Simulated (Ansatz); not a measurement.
# NdF[MoO₄] (P2₁/c, No. 14; cell taken from a computed entry)

Calculation: LDA (PAW; Ansatz, an electronic-structure program).

Settings: plane-wave cutoff 520 eV, 6×6×4 k mesh (along the axes of the cell as run), Fermi–Dirac smearing 0.01 eV, spin-polarised start, scalar-relativistic PAW data made under PBE.

Cell: relaxed with PBEsol: a = 6.825 Å, b = 6.543 Å, c = 9.893 Å, α = γ = 90.00°, β = 115.15°.

| Property | Result |
|---|---|
| band gap | 0.17 eV |
| smallest direct gap on the k points sampled | 0.18 eV |
| Γ–Γ gap | 0.23 eV |

Note: the magnetic order was assumed, not searched for or taken from measurement; the 4f shell is treated without U or exact exchange, so its levels and filling can be wrong; cell and atoms aren't relaxed at this level (largest force component 0.18 eV/Å, pressure -4.3 GPa).

Spin–orbit coupling is not included; it can close the smallest gap of 0.17 eV.

The computed numbers hold no vibrational or temperature effects.
